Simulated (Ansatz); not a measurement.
```yaml
crystal:
  periodic: [false, false, false]
  atoms:
    - {symbol: Al, position_ang: [-1.619304, 0.186187, -0.000671]}
    - {symbol: As, position_ang: [0.623604, -0.051755, 0.000235]}
    - {symbol: H, position_ang: [-3.223820, 0.396099, -0.001365]}
    - {symbol: H, position_ang: [0.217602, -1.533066, 0.001845]}
basis:
  gaussian: {orbitals: def2-TZVP}
hamiltonian: {xc: pbe0}
relax: {f_tol: 0.004, max_steps: 80}
```

```sh
$ ansatz run in.yaml --threads 1 --pin off --events-out ev --progress --plain --max-ram 2176MiB
```

Steps of the relaxation (energy above the last step; positions in Å, forces in eV/Å):

```
4
step 1, 35.5 meV
Al   -1.619    0.186   -0.001   -0.080   -0.009    0.000
As    0.624   -0.052    0.000   -0.211    0.168    0.000
H    -3.224    0.396   -0.001    0.408   -0.073    0.000
H     0.218   -1.533    0.002   -0.117   -0.086    0.000
```

```
4
step 2, 17.7 meV
Al   -1.601    0.176   -0.001    0.029    0.043    0.000
As    0.623   -0.038    0.000    0.006    0.065    0.000
H    -3.177    0.368   -0.001    0.041   -0.054    0.000
H     0.153   -1.508    0.002   -0.076   -0.054    0.000
```

```
4
step 3, 8.6 meV
Al   -1.568    0.187   -0.001    0.065    0.061    0.000
As    0.647   -0.032    0.000    0.008   -0.030    0.000
H    -3.144    0.317   -0.001   -0.046   -0.048    0.000
H     0.062   -1.475    0.002   -0.028    0.017    0.000
```

```
4
step 5, 1.5 meV
Al   -1.500    0.228   -0.001   -0.011    0.038    0.000
As    0.699   -0.047    0.000    0.032    0.132    0.000
H    -3.085    0.199   -0.001    0.027   -0.004    0.000
H    -0.116   -1.383    0.002   -0.048   -0.166    0.000
```

```
4
step 7, 0.0 meV
Al   -1.509    0.231   -0.001    0.006    0.002    0.000
As    0.692   -0.041    0.000   -0.010   -0.006    0.000
H    -3.092    0.212   -0.001    0.000   -0.001    0.000
H    -0.093   -1.405    0.002    0.005    0.006    0.000
```

```
4
step 8, 0.0 meV
Al   -1.509    0.231   -0.001   -0.001    0.000    0.000
As    0.691   -0.041    0.000    0.001    0.000    0.000
H    -3.092    0.213   -0.001    0.000    0.000    0.000
H    -0.091   -1.405    0.002    0.000    0.000    0.000
```

Close pairs at the end: As2–H4 1.572 Å, Al1–H3 1.583 Å, Al1–As2 2.217 Å.

A stationary point of restricted PBE0 after 8 steps (its stability towards spin polarisation wasn't tested); no frequencies were run, so it isn't proven a minimum. 22 s on 1 thread of Arm Neoverse V1, shared host.
